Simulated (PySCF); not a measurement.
C3H2ClF.
SMILES: `FC1=C[C@H]1Cl`

The closed-shell ground state was solved at several levels (PySCF, density fitting, gas phase, non-relativistic). Isolated species at its PBE0-D3(BJ)/def2-SVP geometry, gas phase.

| level | basis functions | total energy (Eh) | HOMO (eV) | LUMO (eV) | gap (eV) | dipole (D) |
| --- | --- | --- | --- | --- | --- | --- |
| B3LYP/def2-SVPD | 126 | -675.1845 | -8.03 | -0.63 | 7.40 | 2.40 |
| wB97X-D/pcSseg-2 | 215 | -675.4937 | -9.99 | 1.57 | 11.56 | 2.42 |

Problem. What might PBE0/pcSseg-1 (102 basis functions) give for the same quantities?

Solution. Total energy -675.0344 Eh, HOMO -8.21 eV, LUMO -0.20 eV, gap 8.01 eV, dipole 2.39 D.

Problem. Over all these levels, which gives the widest orbital gap and which the narrowest?

Solution. wB97X-D/pcSseg-2 (range-separated hybrid) has the widest, 11.56 eV, and B3LYP/def2-SVPD (global hybrid, 20 % exact exchange) the narrowest, 7.40 eV. Functional and basis both differ between the two, so the spread mixes both effects.

Problem. How far do the dipole and the HOMO energy spread over the levels?

Solution. The dipole runs from 2.39 to 2.42 D (mean 2.41 D) and the HOMO from -9.99 to -8.03 eV.

wB97X-D is run here without its empirical dispersion term; that term would change no orbital, density or response property at a fixed geometry.
